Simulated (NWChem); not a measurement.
The numbers come from NWChem runs, not from measurements. System: Li2, charge 0, spin multiplicity 1, displaced from the optimised geometry. The structure started from a generated list of species. Level: B3LYP/cc-pVDZ, VWN1-RPA local correlation, spin-restricted.

Part of the output:

```
             Northwest Computational Chemistry Package (NWChem) 7.3.0
             --------------------------------------------------------

                                NWChem Input Module
                                -------------------

 Scaling coordinates for geometry "geometry" by  1.889725989
 (inverse scale =  0.529177249)

                             Geometry "geometry" -> ""
                             -------------------------

 Output coordinates in angstroms (scale by  1.889725989 to convert to a.u.)

  No.       Tag          Charge          X              Y              Z
 ---- ---------------- ---------- -------------- -------------- --------------
    1 Li                   3.0000     0.00000000     0.00000000     1.39355900
    2 Li                   3.0000     0.00000000     0.00000000    -2.09033800

 Effective nuclear repulsion energy (a.u.)       1.3670310118

            Nuclear Dipole moment (a.u.)
            ----------------------------
        X                 Y               Z
 ---------------- ---------------- ----------------
     0.0000000000     0.0000000000    -3.9501641538


 Summary of "ao basis" -> "" (spherical)
 ------------------------------------------------------------------------------
       Tag                 Description            Shells   Functions and Types
 ---------------- ------------------------------  ------  ---------------------
 *                          cc-pvdz                   on all atoms

                                 NWChem DFT Module
                                 -----------------

 Summary of "ao basis" -> "ao basis" (spherical)
 ------------------------------------------------------------------------------
       Tag                 Description            Shells   Functions and Types
 ---------------- ------------------------------  ------  ---------------------
 Li                         cc-pvdz                  6       14   3s2p1d

 Summary of "ao basis" -> "ao basis" (spherical)
 ------------------------------------------------------------------------------
       Tag                 Description            Shells   Functions and Types
 ---------------- ------------------------------  ------  ---------------------
 Li                         cc-pvdz                  6       14   3s2p1d

            General Information
            -------------------
          SCF calculation type: DFT
          Wavefunction type:  closed shell.
[...]
 Numeric. integr. density =        5.999999744415

     Total iterative time =      0.3s

                       DFT Final Molecular Orbital Analysis
                       ------------------------------------

 Vector    1  Occ=2.000000D+00  E=-2.018390D+00
              MO Center=  4.0D-16, -1.1D-15, -3.5D-01, r^2= 3.2D+00
   Bfn.  Coefficient  Atom+Function         Bfn.  Coefficient  Atom+Function
  ----- ------------  ---------------      ----- ------------  ---------------
     1      0.712410  1 Li s                 15     -0.712410  2 Li s
     3     -0.025005  1 Li s                 17      0.025005  2 Li s

 Vector    2  Occ=2.000000D+00  E=-2.018367D+00
              MO Center=  2.9D-16, -1.1D-15, -3.5D-01, r^2= 3.2D+00
   Bfn.  Coefficient  Atom+Function         Bfn.  Coefficient  Atom+Function
  ----- ------------  ---------------      ----- ------------  ---------------
     1      0.710427  1 Li s                 15      0.710427  2 Li s

 Vector    3  Occ=2.000000D+00  E=-1.278668D-01
              MO Center=  9.8D-14, -1.5D-13, -3.5D-01, r^2= 6.4D+00
   Bfn.  Coefficient  Atom+Function         Bfn.  Coefficient  Atom+Function
  ----- ------------  ---------------      ----- ------------  ---------------
     2      0.316266  1 Li s                 16      0.316266  2 Li s
     3      0.292758  1 Li s                 17      0.292758  2 Li s
     6     -0.066072  1 Li pz                20      0.066072  2 Li pz
     1     -0.026619  1 Li s                 15     -0.026619  2 Li s

 Vector    4  Occ=0.000000D+00  E=-6.575024D-02
              MO Center=  8.1D-14, -8.2D-14, -3.5D-01, r^2= 1.3D+01
   Bfn.  Coefficient  Atom+Function         Bfn.  Coefficient  Atom+Function
  ----- ------------  ---------------      ----- ------------  ---------------
     3      0.366415  1 Li s                 17     -0.366415  2 Li s
     2      0.294698  1 Li s                 16     -0.294698  2 Li s
     6      0.172050  1 Li pz                20      0.172050  2 Li pz
     9      0.165088  1 Li pz                23      0.165088  2 Li pz

 Vector    5  Occ=0.000000D+00  E=-2.857827D-02
              MO Center= -1.1D-13, -1.2D-13, -3.5D-01, r^2= 1.1D+01
   Bfn.  Coefficient  Atom+Function         Bfn.  Coefficient  Atom+Function
  ----- ------------  ---------------      ----- ------------  ---------------
     8      0.242730  1 Li py                22      0.242730  2 Li py
     7      0.241434  1 Li px                21      0.241434  2 Li px
     5      0.224347  1 Li py                19      0.224347  2 Li py
     4      0.223149  1 Li px                18      0.223149  2 Li px

 Vector    6  Occ=0.000000D+00  E=-2.857827D-02
              MO Center= -4.6D-13,  4.5D-13, -3.5D-01, r^2= 1.1D+01
   Bfn.  Coefficient  Atom+Function         Bfn.  Coefficient  Atom+Function
  ----- ------------  ---------------      ----- ------------  ---------------
     7      0.242730  1 Li px                21      0.242730  2 Li px
     8     -0.241434  1 Li py                22     -0.241434  2 Li py
     4      0.224347  1 Li px                18      0.224347  2 Li px
     5     -0.223149  1 Li py                19     -0.223149  2 Li py

 center of mass
 --------------
 x =   0.00000000 y =   0.00000000 z =  -0.65836069

 moments of inertia (a.u.)
 ------------------
         152.050506023350           0.000000000000           0.000000000000
           0.000000000000         152.050506023350           0.000000000000
           0.000000000000           0.000000000000           0.000000000000

     Multipole analysis of the density
     ---------------------------------

     L   x y z        total         alpha         beta         nuclear
     -   - - -        -----         -----         ----         -------
     0   0 0 0     -0.000000     -3.000000     -3.000000      6.000000

     1   1 0 0     -0.000000     -0.000000     -0.000000      0.000000
     1   0 1 0      0.000000      0.000000      0.000000      0.000000
     1   0 0 1      0.000000      1.975082      1.975082     -3.950164

     2   2 0 0    -12.167328     -6.083664     -6.083664      0.000000
     2   1 1 0     -0.000000     -0.000000     -0.000000      0.000000
     2   1 0 1     -0.000000     -0.000000     -0.000000      0.000000
     2   0 2 0    -12.167328     -6.083664     -6.083664      0.000000
     2   0 1 1      0.000000      0.000000      0.000000      0.000000
     2   0 0 2     -1.413044    -34.514786    -34.514786     67.616528

 Task  times  cpu:        0.4s     wall:        0.4s

 Total times  cpu:        0.5s     wall:        0.5s
```

Task: Write an NWChem input that would produce this output.

Result: Several could match; the one computed here: 
```
start mol
memory heap 200 mb stack 900 mb global 1100 mb
geometry units angstroms nocenter noautoz noautosym
  Li     0.000000     0.000000     1.393559
  Li     0.000000     0.000000    -2.090338
end
basis spherical
  * library cc-pvdz
end
dft
  xc b3lyp
  semidirect memsize 60000000 filesize 0
  iterations 100
end
task dft energy
```
